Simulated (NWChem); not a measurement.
All runs are NWChem calculations. System: Li (-1), charge -1, spin multiplicity 1. Level: MP2/def2-TZVPD, no orbitals frozen.

The NWChem input:

```
start mol
memory heap 200 mb stack 900 mb global 1100 mb
charge -1
geometry units angstroms nocenter noautoz
  Li     0.000000     0.000000     0.000000
  symmetry group D2h
end
basis spherical
  * library def2-tzvpd
end
scf
  rhf
  nopen 0
  maxiter 100
  thresh 1e-7
  semidirect memsize 60000000 filesize 0
end
mp2
end
task mp2 energy
```

Part of the output:

```
             Northwest Computational Chemistry Package (NWChem) 7.3.0
             --------------------------------------------------------

                                NWChem Input Module
                                -------------------

 Scaling coordinates for geometry "geometry" by  1.889725989
 (inverse scale =  0.529177249)

                             Geometry "geometry" -> ""
                             -------------------------

 Output coordinates in angstroms (scale by  1.889725989 to convert to a.u.)

  No.       Tag          Charge          X              Y              Z
 ---- ---------------- ---------- -------------- -------------- --------------
    1 Li                   3.0000     0.00000000     0.00000000     0.00000000

 Effective nuclear repulsion energy (a.u.)       0.0000000000

            Nuclear Dipole moment (a.u.)
            ----------------------------
        X                 Y               Z
 ---------------- ---------------- ----------------
     0.0000000000     0.0000000000     0.0000000000

      Symmetry information
      --------------------

 Group name             D2h
 Group number             26
 Group order               8
 No. of unique centers     1

      Symmetry unique atoms

     1


 Summary of "ao basis" -> "" (spherical)
 ------------------------------------------------------------------------------
       Tag                 Description            Shells   Functions and Types
 ---------------- ------------------------------  ------  ---------------------
 *                         def2-tzvpd                 on all atoms

 Summary of "ao basis" -> "ao basis" (spherical)
 ------------------------------------------------------------------------------
       Tag                 Description            Shells   Functions and Types
 ---------------- ------------------------------  ------  ---------------------
 Li                        def2-tzvpd                9       17   5s4p

                                 NWChem SCF Module
                                 -----------------

  ao basis        = "ao basis"
  functions       =    17
  atoms           =     1
  closed shells   =     2
  open shells     =     0
  charge          =  -1.00
  wavefunction    = RHF
  use symmetry    = T
  symmetry adapt  = T

 Summary of "ao basis" -> "ao basis" (spherical)
 ------------------------------------------------------------------------------
       Tag                 Description            Shells   Functions and Types
 ---------------- ------------------------------  ------  ---------------------
 Li                        def2-tzvpd                9       17   5s4p

      Symmetry analysis of basis
      --------------------------

        ag          5
        au          0
        b1g         0
        b1u         4
        b2g         0
        b2u         4
        b3g         0
        b3u         4

 Forming initial guess at       0.0s

      Superposition of Atomic Density Guess
      -------------------------------------

 Sum of atomic energies:          -7.43265159

 Renormalizing density from       3.00 to      4

      Non-variational initial energy
      ------------------------------

 Total energy =      -8.792480
 1-e energy   =     -12.951262
 2-e energy   =       4.158782
 HOMO         =       0.121586
 LUMO         =       0.166965

      Symmetry analysis of molecular orbitals - initial
      -------------------------------------------------

 !! scf_movecs_sym_adapt:   12 vectors were symmetry contaminated
[...]
    3    0.1521
    4    0.1521
    5    0.1521
    6    0.2849
    7    0.2849
    8    0.2849
    9    0.3097
   10    0.8853
   11    0.8853
   12    0.8853

                       ROHF Final Molecular Orbital Analysis
                       -------------------------------------

 Vector    2  Occ=2.000000D+00  E= 4.298725D-03  Symmetry=ag
              MO Center=  2.4D-16,  4.9D-17,  1.2D-15, r^2= 7.3D+00
   Bfn.  Coefficient  Atom+Function         Bfn.  Coefficient  Atom+Function
  ----- ------------  ---------------      ----- ------------  ---------------
     5      0.977350  1 Li s

 Vector    3  Occ=0.000000D+00  E= 1.521168D-01  Symmetry=b3u
              MO Center= -4.7D-16,  1.3D-48,  3.3D-47, r^2= 2.0D+01
   Bfn.  Coefficient  Atom+Function         Bfn.  Coefficient  Atom+Function
  ----- ------------  ---------------      ----- ------------  ---------------
    15      1.128003  1 Li px                 9     -0.202060  1 Li px

 Vector    4  Occ=0.000000D+00  E= 1.521168D-01  Symmetry=b1u
              MO Center= -5.7D-47,  2.9D-47, -1.8D-15, r^2= 2.0D+01
   Bfn.  Coefficient  Atom+Function         Bfn.  Coefficient  Atom+Function
  ----- ------------  ---------------      ----- ------------  ---------------
    17      1.128003  1 Li pz                11     -0.202060  1 Li pz

 Vector    5  Occ=0.000000D+00  E= 1.521168D-01  Symmetry=b2u
              MO Center= -6.3D-49, -1.5D-16, -1.2D-48, r^2= 2.0D+01
   Bfn.  Coefficient  Atom+Function         Bfn.  Coefficient  Atom+Function
  ----- ------------  ---------------      ----- ------------  ---------------
    16      1.128003  1 Li py                10     -0.202060  1 Li py

 center of mass
 --------------
 x =   0.00000000 y =   0.00000000 z =   0.00000000

 moments of inertia (a.u.)
 ------------------
           0.000000000000           0.000000000000           0.000000000000
           0.000000000000           0.000000000000           0.000000000000
           0.000000000000           0.000000000000           0.000000000000

  Mulliken analysis of the total density
  --------------------------------------

    Atom       Charge   Shell Charges
 -----------   ------   -------------------------------------------------------
    1 Li   3     4.00   0.36  1.30  0.32  0.09  1.93  0.00 -0.00  0.00  0.00

       Multipole analysis of the density wrt the origin
       ------------------------------------------------

     L   x y z        total         open         nuclear
     -   - - -        -----         ----         -------
     0   0 0 0     -1.000000      0.000000      3.000000

     1   1 0 0     -0.000000      0.000000      0.000000
     1   0 1 0     -0.000000      0.000000      0.000000
     1   0 0 1     -0.000000      0.000000      0.000000

     2   2 0 0    -17.560647      0.000000      0.000000
     2   1 1 0     -0.000000      0.000000      0.000000
     2   1 0 1     -0.000000      0.000000      0.000000
     2   0 2 0    -17.560647      0.000000      0.000000
     2   0 1 1     -0.000000      0.000000      0.000000
     2   0 0 2    -17.560647      0.000000      0.000000

                   NWChem MP2 Semi-direct Energy/Gradient Module
                   ---------------------------------------------

  Basis functions       =     17
  Molecular orbitals    =     17
  Frozen core           =      0
  Frozen virtuals       =      0
  Active alpha occupied =      2
  Active beta occupied  =      2
  Active alpha virtual  =     15
  Active beta virtual   =     15
  Use MO symmetry       = T
  Use skeleton AO sym   = T

  AO/Fock/Back tols     =   1.0D-09  1.0D-09  1.0D-09

 GA uses MA = F    GA memory limited = T

 Available:
  local mem=  1.26D+08
 global mem=  1.44D+08
 local disk=  0.00D+00
  mp2_memr nvloc                    15
  nvloc new                    15
   1 passes of   2:        2097152                        864                     16133.
   1 passes of   2: M    126155851           G      144178622           F     124058699.

 Semi-direct pass number   1 of   1  for RHF alpha+beta  at        0.1s
  vrange nnbf                   153
  mp2_eaftype                    10  avail_ma_in_mb                  1099
 EAF : mp2_eaftype filesize          10       8066.
  mp2_eaf for mointskh                     10
Node 0 wrote      0.0 Mb in      0.0 s     Agg I/O rate:   302.9 Mb/s
 Done moints_semi at        0.1s
  mp2_eaftype                    10  avail_ma_in_mb                  1089
 EAF : mp2_eaftype filesize          10       8066.
  mp2_eaf for kh                    10
 Done maket at        0.1s
 Done multipass loop at        0.1s

          -------------------------------------------
          SCF energy                  -7.418815999686
          Correlation energy          -0.046651551410
          Singlet pairs               -0.045949139488
          Triplet pairs               -0.000702411922
          Total MP2 energy            -7.465467551096
          -------------------------------------------

          ---------------------------------------------------
                    Spin Component Scaled (SCS) MP2
          Same spin pairs                     -0.000468274615
          Same spin scaling factor             0.333333333333
          Opposite spin pairs                 -0.046183276796
          Opposite spin scaling fact.          1.200000000000
          SCS-MP2 correlation energy          -0.055576023693
          Total SCS-MP2 energy                -7.474392023378
          ---------------------------------------------------

 -----------------------
 Performance information
 -----------------------

 Timer overhead =  2.17D-07 seconds/call

               Nr. of calls         CPU time (s)                 Wall time (s)                GFlops
             ---------------    -------------------     ------------------------------   -------------------
Name         Min   Avg   Max    Min     Avg     Max     Min     Avg     Max   Mx/calls   Min     Max     Sum
mp2: moin     1     1     1   8.39E-3 8.39E-3 8.39E-3  8.39E-3 8.39E-3 8.39E-3 8.39E-3   0.0     0.0     0.0
mp2: make     1     1     1   5.59E-4 5.59E-4 5.59E-4  5.59E-4 5.59E-4 5.59E-4 5.59E-4   0.0     0.0     0.0
mp2: tota     1     1     1   1.82E-2 1.82E-2 1.82E-2  1.82E-2 1.82E-2 1.82E-2 1.82E-2   0.0     0.0     0.0

 The average no. of pstat calls per process was 3.00D+00
 with a timing overhead of 6.52D-07s

 Task  times  cpu:        0.1s     wall:        0.1s

 Total times  cpu:        0.1s     wall:        0.1s
```
